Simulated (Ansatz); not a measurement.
Program: Ansatz. Geometries: PBE0-D4/def2-TZVP. ΔE: electronic, gas phase. CBS: MP2 limit from def2 TZ/QZ plus the TZ coupled-cluster correction, frozen cores. This one scheme is used for every species. Functionals use def2-TZVPP. HSE06 is defined as in plane-wave codes. One conformer a species, not always the lowest.

Reaction (substitution at a C–B bond): `C[BH][AlH2]` + `NN` → `CNN` + `[BH2][AlH2]`

Is it downhill or uphill in electronic energy at CCSD(T)/CBS, and by how much? (Estimate.)

The calculation gave: Uphill: ΔE = +67.2 kJ/mol.

What do these levels give: HSE06-D4, ωB97X-V, r2SCAN, PBE0, HSE06, CAM-B3LYP, LC-ωPBE, MP2/def2-SVP, SCS-MP2/def2-TZVPP, CCSD(T)/def2-TZVPP, MP2/def2-QZVPP, CCSD/CBS(def2)? (Best estimate.)

Ansatz gave: HSE06-D4 71.1, ωB97X-V 64.5, r2SCAN 71.1, PBE0 71.0, HSE06 71.1, CAM-B3LYP 65.5, LC-ωPBE 70.2, MP2/def2-SVP 59.5, SCS-MP2/def2-TZVPP 62.9, CCSD(T)/def2-TZVPP 64.9, MP2/def2-QZVPP 68.9, CCSD/CBS(def2) 66.4 kJ/mol.

Largest T1 diagnostic among the species: 0.011.

Leaving LDA and LC-ωPBE aside and taking each functional with its dispersion term where it has one, the values, not all of them listed here, spread over 7.3 kJ/mol, from ωB97X-V to PBE-D4. In def2-TZVPP, CCSD(T) changes the Hartree–Fock value by +8.6 kJ/mol (the triples alone add +0.9 kJ/mol) and MP2 by +11.3 kJ/mol. At CCSD(T), def2-SVP lies −11.8 kJ/mol from the extrapolated value and def2-TZVPP −2.3 kJ/mol.
